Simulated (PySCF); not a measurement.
# Isomerisation enthalpies of C4H8O2

**Measured values to compare with.**

CRC Handbook of Chemistry and Physics lists, for the gas at 298.15 K: enthalpy of formation of `CCCC(=O)O` -475.9 kJ/mol; enthalpy of formation of `CC1OCCO1` (2-methyl-1,3-dioxolane) -352 kJ/mol; enthalpy of formation of `C1COCOC1` (1,3-dioxane) -340.6 kJ/mol; enthalpy of formation of `C1COCCO1` (1,4-dioxane) -315.3 kJ/mol.

The runs below try to reproduce these values; the comparison stands at the end.

Differences of these values give the isomerisation enthalpies. Geometries: GFN2-xTB; runs in PySCF, gas phase, with a dispersion term only where the level names one. Total electronic energies (Eh):

```
   SMILES  PBE0/pcSseg-1
CCCC(=O)O     -307.33462
 CC1OCCO1     -307.28647
 C1COCOC1     -307.28638
 C1COCCO1     -307.27672
```

Zero-point and thermal terms are left out, so the computed numbers are electronic energies.

**Comparison with experiment**

Relative to `CCCC(=O)O`, the lowest by measurement, in kJ/mol (measured: enthalpies at 298.15 K; computed: electronic energies):

| SMILES | measured | PBE0/pcSseg-1 |
| --- | --- | --- |
| CCCC(=O)O | 0.0 | 0.0 |
| CC1OCCO1 | 123.9 | 126.4 |
| C1COCOC1 | 135.3 | 126.7 |
| C1COCCO1 | 160.6 | 152.0 |

Measured values: -475.9 kJ/mol (298.15 K; CRC Handbook of Chemistry and Physics) for the first row; the others come from the same table. Mean unsigned miss over the other isomers: PBE0/pcSseg-1 6.6 kJ/mol. One conformer stands for `CCCC(=O)O` and `CC1OCCO1`, not necessarily the lowest, while the measurement averages over conformers. Where a level misses, the cause wasn't examined.

The values belong to the conformer `[CH3:1][CH2:2][CH2:3][C:4](=[O:5])[OH:6]`: C1–C2–C3–C4 180°, C2–C3–C4–O5 0°, H–O6–C4–C3 180°.
